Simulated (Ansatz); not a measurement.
**AlH₂+ (triplet): wave-function methods side by side at angle H2–Al1–H3 = 119.8°, aug-cc-pVTZ**

How much of the correlation energy of AlH₂+ (triplet) does each wave-function method recover here?

Program: Ansatz 0.2.0, Gaussian basis. Level of theory: aug-cc-pVTZ, core rule «outside noble gas», up to 5 orbitals frozen. These are calculated values, not measurements.

The runs, in order: UHF; CCSD(T) on ROHF; CCSD(T) on UHF; BCCD(T) on ROHF; CCSDT(Q) on ROHF; CCSDT(Q) on UHF; CASSCF and NEVPT2, 4 electrons in 6 orbitals; Full CI.

14 further runs of the same task are left out: 9 that didn't finish, 5 set aside as unsound or not needed.

### 1 The geometry

The geometry derives from a PBE0/def2-TZVP stationary point (not a proven minimum). One angle is set to the value named; bond lengths are kept.

3 atoms, charge 1, spin multiplicity 3.

Atoms are counted from 1 here; the program's logs count them from 0.

Bond lengths: Al1–H2 1.722 Å, Al1–H3 1.722 Å. Angles: H2–Al1–H3 119.8°.

In the tables R marks a restricted open-shell determinant and U an unrestricted one; 'valence' is the active space of 4 electrons in 6 orbitals; energies count from the table's Hartree-Fock row.

### 2 UHF

in.yaml

```yaml
crystal:
  periodic: [false, false, false]
  atoms:
    - {symbol: Al, position_ang: [0.000000, 0.000000, -0.060044]}
    - {symbol: H, position_ang: [0.000000, 1.489971, 0.803662]}
    - {symbol: H, position_ang: [0.000000, -1.489971, 0.803662]}
basis:
  gaussian: {orbitals: aug-cc-pVTZ}
total_charge: 1
magnetization: {spin_polarized: true, initial_magnetization: 2}
hamiltonian: {xc: hf}
output: {orbitals: {seedname: orbitals}}
```

Run with:

```console
$ ansatz run in.yaml --threads 1 --pin off --events-out ev --progress --plain --max-ram 2393MiB
```

The log of the run:

```text
Functional definition: HF
  name "HF"
  cite "Fock, Z. Phys. 61, 126 (1930) doi:10.1007/BF01340294"
  parent pbe
  exchange = exact_x
  correlation = 0
542 factors; their error is unknown
mean field evaluation 1: about -6602.5861 eV, gradient 5.9e0 eV
mean field evaluation 2: about -6603.1338 eV, gradient 2.8e0 eV
mean field evaluation 4: about -6603.3221 eV, gradient 2.4e-1 eV
mean field evaluation 8: about -6603.4151 eV, gradient 2.8e-4 eV
mean field evaluation 16: about -6596.2584 eV, gradient 1.6e1 eV
mean field evaluation 32: about -6603.1338 eV, gradient 2.8e0 eV
mean field -6603.41508123 eV, -242.6710282796 hartree, gradient 2.0e-5 eV, S^2 2.090814; 0 other end points of the search recorded, 0 dependent functions left out
reference -6603.41508123 eV, -242.6710282796 hartree; 8, 6 occupied and 88, 90 virtual orbitals, 542 factors
Total energy: -6603.41508123 eV, -242.6710282796 hartree
```

It took 1 s on 1 thread of Arm Neoverse V2, shared host.

From the report: ⟨S²⟩ of the determinant 2.091 (pure triplet: 2.00).

### 3 CCSD(T) on ROHF

Edit in.yaml of step 2 so:

```diff
@@ -9,4 +9,3 @@
 total_charge: 1
-magnetization: {spin_polarized: true, initial_magnetization: 2}
-hamiltonian: {xc: hf}
-output: {orbitals: {seedname: orbitals}}
+magnetization: {spin_polarized: false, initial_magnetization: 2}
+correlation: {method: ccsd_t, electrons: outside_noble_gas}
```

The command is unchanged.

The log of the run, shortened:

```text
Functional definition: HF
  name "HF"
  cite "Fock, Z. Phys. 61, 126 (1930) doi:10.1007/BF01340294"
  parent pbe
[...]
548 factors; integrals over basis functions are off by at most 9.9e-4 eV
[...]
mean field -6603.00033105 eV, -242.6557864917 hartree, gradient 2.7e-6 eV, S^2 2.000000; 6 other end points of the search recorded, 0 dependent functions left out
[...]
determinant -6603.00033105 eV, -242.6557864917 hartree, with singles and doubles -6604.97228112 eV, -242.7282543203 hartree
determinant -6602.92017991 eV, -242.6528409916 hartree, with singles and doubles -6605.05799400 eV, -242.7314042105 hartree
determinant -6600.59703362 eV, -242.5674669401 hartree, with singles and doubles -6602.69504477 eV, -242.6445674277 hartree
determinant -6600.37843626 eV, -242.5594336355 hartree, with singles and doubles -6602.74345952 eV, -242.6463466372 hartree
[...]
determinant -6602.92017991 eV, -242.6528409916 hartree, with singles and doubles -6604.97630767 eV, -242.7284022930 hartree
determinant -6603.00033105 eV, -242.6557864917 hartree, with singles and doubles -6604.95231568 eV, -242.7275206037 hartree
determinant -6602.92017991 eV, -242.6528409916 hartree, with singles and doubles -6604.97651556 eV, -242.7284099330 hartree
5 core orbitals not correlated: weight in the atoms' cores, before any rotation towards them, 1.000 or more for the frozen orbitals, at most 0.000 for the correlated occupied ones
reference -6602.92017991 eV, -242.6528409916 hartree; 3, 1 occupied and 88, 90 virtual orbitals, 548 factors
second order -1.35037674 eV of doubles, -0.24406706 eV of singles
cycle   1  -1.83088370 eV  change   -3.2e-1 eV  update   6.1e-2
[...]
cycle  12  -2.05633344 eV  change    2.4e-6 eV  update   1.5e-6
perturbative correction -0.04672242 eV, -0.0017170171 hartree
WARN: these amplitudes may be one of several solutions (largest doubles amplitude 0.11, level shift 1.38 eV)
Total energy: -6605.02323577 eV, -242.7301268688 hartree
```

Run time: 20 s. Hardware: 1 thread of Arm Neoverse V2, shared host; peak memory 0.48 GiB.

From the report: correlation -2.1031 eV; T1 0.046; largest double amplitude 0.11. The report flags that the cluster equations may have other roots.

### 4 CCSD(T) on UHF

Edit in.yaml of step 3 so:

```diff
@@ -9,3 +9,3 @@
 total_charge: 1
-magnetization: {spin_polarized: false, initial_magnetization: 2}
+magnetization: {spin_polarized: true, initial_magnetization: 2}
 correlation: {method: ccsd_t, electrons: outside_noble_gas}
```

Launched as before.

The log of the run, shortened:

```text
Functional definition: HF
  name "HF"
  cite "Fock, Z. Phys. 61, 126 (1930) doi:10.1007/BF01340294"
  parent pbe
[...]
548 factors; integrals over basis functions are off by at most 9.9e-4 eV
[...]
mean field -6603.41524037 eV, -242.6710341279 hartree, gradient 2.6e-6 eV, S^2 2.090814; 4 other end points of the search recorded, 0 dependent functions left out
determinant -6603.41524037 eV, -242.6710341279 hartree, with singles and doubles -6605.03349812 eV, -242.7305040035 hartree
determinant -6600.69915714 eV, -242.5712199103 hartree, with singles and doubles -6602.82758057 eV, -242.6494380286 hartree
determinant -6600.14781977 eV, -242.5509586357 hartree, with singles and doubles -6602.47437738 eV, -242.6364580510 hartree
5 core orbitals not correlated: weight in the atoms' cores, before any rotation towards them, 1.000 or more for the frozen orbitals, at most 0.000 for the correlated occupied ones
reference -6603.41524037 eV, -242.6710341279 hartree; 3, 1 occupied and 88, 90 virtual orbitals, 548 factors
second order -1.05060792 eV of doubles, -0.00000000 eV of singles
cycle   1  -1.55616366 eV  change   -1.1e-1 eV  update   2.2e-2
[...]
cycle  11  -1.57275317 eV  change    1.3e-6 eV  update   7.7e-7
perturbative correction -0.03685950 eV, -0.0013545616 hartree
Total energy: -6605.02485303 eV, -242.7301863024 hartree
```

Wall time 3.9 s (1 thread of Arm Neoverse V2, shared host); peak memory 0.38 GiB.

From the report: ⟨S²⟩ of the determinant 2.091 (pure triplet: 2.00); correlation -1.6096 eV; T1 0.036; largest double amplitude 0.11.

### 5 BCCD(T) on ROHF

Edit in.yaml of step 4 so:

```diff
@@ -9,3 +9,3 @@
 total_charge: 1
-magnetization: {spin_polarized: true, initial_magnetization: 2}
-correlation: {method: ccsd_t, electrons: outside_noble_gas}
+magnetization: {spin_polarized: false, initial_magnetization: 2}
+correlation: {method: bccd_t, electrons: outside_noble_gas}
```

Launched as before.

The log of the run, shortened:

```text
Functional definition: HF
  name "HF"
  cite "Fock, Z. Phys. 61, 126 (1930) doi:10.1007/BF01340294"
  parent pbe
[...]
548 factors; integrals over basis functions are off by at most 9.9e-4 eV
[...]
mean field -6603.00033105 eV, -242.6557864917 hartree, gradient 2.7e-6 eV, S^2 2.000000; 6 other end points of the search recorded, 0 dependent functions left out
[...]
determinant -6603.00033105 eV, -242.6557864917 hartree, with singles and doubles -6604.97228112 eV, -242.7282543203 hartree
determinant -6602.92017991 eV, -242.6528409916 hartree, with singles and doubles -6605.05799400 eV, -242.7314042105 hartree
determinant -6600.59703362 eV, -242.5674669401 hartree, with singles and doubles -6602.69504477 eV, -242.6445674277 hartree
determinant -6600.37843626 eV, -242.5594336355 hartree, with singles and doubles -6602.74345952 eV, -242.6463466372 hartree
[...]
determinant -6602.92017991 eV, -242.6528409916 hartree, with singles and doubles -6604.97630767 eV, -242.7284022930 hartree
determinant -6603.00033105 eV, -242.6557864917 hartree, with singles and doubles -6604.95231568 eV, -242.7275206037 hartree
determinant -6602.92017991 eV, -242.6528409916 hartree, with singles and doubles -6604.97651556 eV, -242.7284099330 hartree
5 core orbitals not correlated: weight in the atoms' cores, before any rotation towards them, 1.000 or more for the frozen orbitals, at most 0.000 for the correlated occupied ones
reference -6602.92017991 eV, -242.6528409916 hartree; 3, 1 occupied and 88, 90 virtual orbitals, 548 factors
second order -1.35037674 eV of doubles, -0.24406706 eV of singles
cycle   1  -2.06568051 eV  change   -9.3e-3 eV  update   4.0e-3
[...]
cycle   9  -2.05975749 eV  change   -2.9e-6 eV  update   3.3e-6
perturbative correction -0.04251619 eV, -0.0015624411 hartree
WARN: these amplitudes may be one of several solutions (largest doubles amplitude 0.11, level shift 1.38 eV)
Total energy: -6605.02245359 eV, -242.7300981244 hartree
```

Run time: 20 s. Hardware: 1 thread of Arm Neoverse V2, shared host; peak memory 0.5 GiB.

From the report: correlation -2.1023 eV; largest double amplitude 0.11. The report flags that the cluster equations may have other roots.

### 6 CCSDT(Q) on ROHF

Edit in.yaml of step 5 so:

```diff
@@ -10,2 +10,2 @@
 magnetization: {spin_polarized: false, initial_magnetization: 2}
-correlation: {method: bccd_t, electrons: outside_noble_gas}
+correlation: {method: ccsdt_q, electrons: outside_noble_gas}
```

Launched as before.

The log of the run, shortened:

```text
Functional definition: HF
  name "HF"
  cite "Fock, Z. Phys. 61, 126 (1930) doi:10.1007/BF01340294"
  parent pbe
[...]
1102 factors; integrals over basis functions are off by at most 1.2e-7 eV
[...]
mean field -6603.00033378 eV, -242.6557865921 hartree, gradient 9.9e-7 eV, S^2 2.000000; 6 other end points of the search recorded, 0 dependent functions left out
[...]
determinant -6603.00033378 eV, -242.6557865921 hartree, with singles and doubles -6604.97228646 eV, -242.7282545165 hartree
determinant -6602.92018249 eV, -242.6528410865 hartree, with singles and doubles -6605.05800185 eV, -242.7314044987 hartree
determinant -6600.59703670 eV, -242.5674670534 hartree, with singles and doubles -6602.69504765 eV, -242.6445675336 hartree
determinant -6600.37843898 eV, -242.5594337354 hartree, with singles and doubles -6602.74345986 eV, -242.6463466496 hartree
[...]
determinant -6602.92018249 eV, -242.6528410865 hartree, with singles and doubles -6604.97630825 eV, -242.7284023146 hartree
determinant -6603.00033378 eV, -242.6557865921 hartree, with singles and doubles -6604.95231605 eV, -242.7275206173 hartree
determinant -6602.92018249 eV, -242.6528410865 hartree, with singles and doubles -6604.97651595 eV, -242.7284099473 hartree
5 core orbitals not correlated: weight in the atoms' cores, before any rotation towards them, 1.000 or more for the frozen orbitals, at most 0.000 for the correlated occupied ones
reference -6602.92018249 eV, -242.6528410865 hartree; 3, 1 occupied and 88, 90 virtual orbitals, 1102 factors
second order -1.35038350 eV of doubles, -0.24406723 eV of singles
cycle   1  -1.83087944 eV  change   -3.2e-1 eV  update   6.3e-2
[...]
cycle  14  -2.11764383 eV  change   -2.2e-7 eV  update   3.7e-7
perturbative correction -0.00056944 eV, -0.0000209266 hartree
WARN: these amplitudes may be one of several solutions (largest doubles amplitude 0.12, level shift 1.38 eV)
Total energy: -6605.03839576 eV, -242.7306839883 hartree
```

Run time: 1.9 min. Hardware: 1 thread of Arm Neoverse V2, shared host; peak memory 1.3 GiB.

From the report: correlation -2.1182 eV; T1 0.046; largest double amplitude 0.12. The report flags that the cluster equations may have other roots.

### 7 CCSDT(Q) on UHF

Edit in.yaml of step 6 so:

```diff
@@ -9,3 +9,3 @@
 total_charge: 1
-magnetization: {spin_polarized: false, initial_magnetization: 2}
+magnetization: {spin_polarized: true, initial_magnetization: 2}
 correlation: {method: ccsdt_q, electrons: outside_noble_gas}
```

Launched as before.

The log of the run, shortened:

```text
Functional definition: HF
  name "HF"
  cite "Fock, Z. Phys. 61, 126 (1930) doi:10.1007/BF01340294"
  parent pbe
[...]
1102 factors; integrals over basis functions are off by at most 1.2e-7 eV
[...]
mean field -6603.41524327 eV, -242.6710342347 hartree, gradient 2.7e-6 eV, S^2 2.090814; 4 other end points of the search recorded, 0 dependent functions left out
determinant -6603.41524327 eV, -242.6710342347 hartree, with singles and doubles -6605.03350455 eV, -242.7305042397 hartree
determinant -6600.69916018 eV, -242.5712200219 hartree, with singles and doubles -6602.82758786 eV, -242.6494382966 hartree
determinant -6600.14782250 eV, -242.5509587360 hartree, with singles and doubles -6602.47438791 eV, -242.6364584378 hartree
5 core orbitals not correlated: weight in the atoms' cores, before any rotation towards them, 1.000 or more for the frozen orbitals, at most 0.000 for the correlated occupied ones
reference -6603.41524327 eV, -242.6710342347 hartree; 3, 1 occupied and 88, 90 virtual orbitals, 1102 factors
second order -1.05061300 eV of doubles, -0.00000000 eV of singles
cycle   1  -1.30285190 eV  change   -2.5e-1 eV  update   6.3e-2
[...]
cycle  14  -1.62390624 eV  change    3.0e-7 eV  update   3.4e-7
perturbative correction -0.00046102 eV, -0.0000169423 hartree
Total energy: -6605.03961054 eV, -242.7307286306 hartree
```

Run time: 84 s. Hardware: 1 thread of Arm Neoverse V2, shared host; peak memory 1.2 GiB.

From the report: ⟨S²⟩ of the determinant 2.091 (pure triplet: 2.00); correlation -1.6244 eV; T1 0.036; largest double amplitude 0.12.

### 8 CASSCF and NEVPT2, 4 electrons in 6 orbitals

Edit in.yaml of step 7 so:

```diff
@@ -9,3 +9,3 @@
 total_charge: 1
-magnetization: {spin_polarized: true, initial_magnetization: 2}
-correlation: {method: ccsdt_q, electrons: outside_noble_gas}
+magnetization: {spin_polarized: false, initial_magnetization: 2}
+correlation: {method: sc_nevpt2, electrons: outside_noble_gas, active_space: {window: {electrons: 4, orbitals: 6}, shells: [{species: Al, l: s, shell: 3}, {species: Al, l: p, shell: 3}, {species: H, l: s, shell: 1}]}}
```

Launched as before.

The log of the run:

```text
Functional definition: HF
  name "HF"
  cite "Fock, Z. Phys. 61, 126 (1930) doi:10.1007/BF01340294"
  parent pbe
  exchange = exact_x
  correlation = 0
1102 factors; integrals over basis functions are off by at most 1.2e-7 eV
mean field evaluation 1: about -6602.6099 eV, gradient 4.8e0 eV
mean field evaluation 2: about -6602.6116 eV, gradient 4.8e0 eV
mean field evaluation 4: about -6602.9196 eV, gradient 2.4e-1 eV
mean field evaluation 8: about -6602.9202 eV, gradient 1.8e-6 eV
mean field evaluation 16: about -6602.9997 eV, gradient 8.8e-2 eV
mean field -6603.00033378 eV, -242.6557865921 hartree, gradient 9.9e-7 eV, S^2 2.000000; 2 other end points of the search recorded, 0 dependent functions left out
reference -6603.00033378 eV, -242.6557865921 hartree; 8, 6 occupied and 88, 90 virtual orbitals, 1102 factors
state -6604.27889972 eV, -242.7027730236 hartree
state -6604.27889972 eV, -242.7027730236 hartree; corrected -6604.82418444 eV, -242.7228118677 hartree
Total energy: -6604.82418444 eV, -242.7228118677 hartree
Checks for a lower state left out: starts, orbital_swaps
```

Wall time 2.8 s (1 thread of Arm Neoverse V2, shared host).

From the report: 60 determinants; active occupations 1.91, 1.02, 0.97, 0.05, 0.03, 0.02.

### 9 Full CI

in.yaml

```yaml
crystal:
  periodic: [false, false, false]
  atoms:
    - {symbol: Al, position_ang: [0.000000, 0.000000, -0.060044]}
    - {symbol: H, position_ang: [0.000000, 1.489971, 0.803662]}
    - {symbol: H, position_ang: [0.000000, -1.489971, 0.803662]}
basis:
  gaussian: {orbitals: aug-cc-pVTZ}
total_charge: 1
magnetization: {spin_polarized: false, initial_magnetization: 2}
correlation: {method: fci, electrons: outside_noble_gas}
```

Launched as before.

The log of the run:

```text
Functional definition: HF
  name "HF"
  cite "Fock, Z. Phys. 61, 126 (1930) doi:10.1007/BF01340294"
  parent pbe
  exchange = exact_x
  correlation = 0
1102 factors; integrals over basis functions are off by at most 1.2e-7 eV
mean field evaluation 1: about -6602.6099 eV, gradient 4.8e0 eV
mean field evaluation 2: about -6602.6116 eV, gradient 4.8e0 eV
mean field evaluation 4: about -6602.9196 eV, gradient 2.4e-1 eV
mean field evaluation 8: about -6602.9202 eV, gradient 1.8e-6 eV
mean field evaluation 16: about -6602.9997 eV, gradient 8.8e-2 eV
mean field evaluation 32: about -6602.9180 eV, gradient 4.1e-2 eV
mean field -6603.00033378 eV, -242.6557865921 hartree, gradient 9.9e-7 eV, S^2 2.000000; 2 other end points of the search recorded, 0 dependent functions left out
5 core orbitals not correlated: weight in the atoms' cores, before any rotation towards them, 1.000 or more for the frozen orbitals, at most 0.000 for the correlated occupied ones
reference -6602.92018249 eV, -242.6528410865 hartree; 3, 1 occupied and 88, 90 virtual orbitals, 1102 factors
state -6605.03854654 eV, -242.7306895293 hartree
Total energy: -6605.03854654 eV, -242.7306895293 hartree
```

Run time: 63 s. Hardware: 1 thread of Arm Neoverse V2, shared host; peak memory 0.77 GiB.

From the report: 4,238,676 determinants, symmetry B2.

### 10 Natural occupations

Natural occupations of the FCI state about the gap (report; correlated orbitals 1 to 10): 1.901, 1.012, 0.970, 0.040, 0.030, 0.019, 0.006, 0.004, 0.004, 0.003. The count of effectively unpaired electrons, Σ n²(2 − n)², is 2.04; a single determinant of this spin has 2.

### 11 All levels against the top one

The yardstick is full CI for this spin, exact in this basis with these frozen cores. Rows without a time come out of other runs: HF, MP2 and CCSD of CCSD(T), CCSDT of CCSDT(Q), CASSCF and MRCISD of the multireference runs.

Differences are taken before rounding.

| method | energy from the lowest RHF (kcal/mol) | from FCI (kcal/mol) | time |
| --- | --- | --- | --- |
| RHF | 0.00 | +47.00 |  |
| UHF | -9.57 | +37.43 |  |
| RMP2 | -34.92 | +12.08 |  |
| UMP2 | -33.80 | +13.21 |  |
| RCCSD | -45.57 | +1.43 |  |
| UCCSD | -45.84 | +1.17 |  |
| RCCSD(T) | -46.65 | +0.35 | 20 s |
| UCCSD(T) | -46.69 | +0.32 | 3.9 s |
| BCCD(T) | -46.63 | +0.37 | 20 s |
| RCCSDT | -46.99 | +0.02 |  |
| UCCSDT | -47.02 | -0.01 |  |
| RCCSDT(Q) | -47.00 | 0.00 | 1.9 min |
| UCCSDT(Q) | -47.03 | -0.02 | 84 s |
| CASSCF valence | -29.48 | +17.52 |  |
| NEVPT2 valence | -42.06 | +4.94 | 2.8 s |
| FCI | -47.00 | 0 | 63 s |

Among the levels timed on like hardware and quicker than the yardstick, those that no quicker one beats, quickest first: NEVPT2 valence (2.8 s, +4.94 kcal/mol); UCCSD(T) (3.9 s, +0.32 kcal/mol).

The program flags RCCSD(T), BCCD(T), RCCSDT(Q) as in doubt (see the logs), so those rows may rest on another solution; read them beside their warnings.

### 12 Outcome

```
                         quantity                                                              value
         FCI below the RHF energy                                                         -2.0382 eV
                    RMP2 from FCI                                                    +12.08 kcal/mol
                    UMP2 from FCI                                                    +13.21 kcal/mol
                   RCCSD from FCI                                                     +1.43 kcal/mol
                RCCSD(T) from FCI                                                     +0.35 kcal/mol
                UCCSD(T) from FCI                                                     +0.32 kcal/mol
               RCCSDT(Q) from FCI                                                      0.00 kcal/mol
               UCCSDT(Q) from FCI                                                     -0.02 kcal/mol
          NEVPT2 valence from FCI                                                     +4.94 kcal/mol
levels within 1 kcal/mol (43 meV)  RCCSD(T), UCCSD(T), BCCD(T), RCCSDT, UCCSDT, RCCSDT(Q), UCCSDT(Q)
                    T1 diagnostic                                                              0.046
   effectively unpaired electrons                                                               2.04
```

**Reading.** RCCSD(T) misses by +0.35 kcal/mol, 0.8 % of the correlation energy. The occupations are near whole numbers, but T1 = 0.046 shows that the orbitals relax strongly. Coupled cluster took another determinant than the lowest Hartree-Fock one. These misses are within one basis, not against nature; the frozen cores of restricted and unrestricted runs differ, which can shift their rows.

For cost: UCCSD(T) gets within 0.32 kcal/mol in 3.9 s, where FCI took 63 s; the quickest level in the cost chart, NEVPT2 valence, takes 2.8 s and misses by 4.94 kcal/mol.
